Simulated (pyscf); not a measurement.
PySCF, gas phase, ωB97X-D3(BJ)/def2-SVP geometries.

### Question
Estimate the classical barrier height and the reaction energy of H₃C–SiH•–Cl (SMILES C[SiH]Cl) + HCl (SMILES Cl) → H₃C–SiH(Cl)–Cl (SMILES C[SiH](Cl)Cl) + H• (SMILES [H]) at ωB97M-D3(BJ)/def2-TZVP. The step runs on the doublet surface, breaks Cl–H and forms Cl–Si; take the separated reactants as zero.

### Answer
ΔE‡ = 0.58 eV, ΔE = -0.42 eV. Zero-point energy shifts the barrier by -0.07 eV. It is an atom transfer, with an imaginary mode of 735i cm⁻¹. One saddle was located; it need not be the lowest between these sides. The angle at the transferred Cl is 174°.
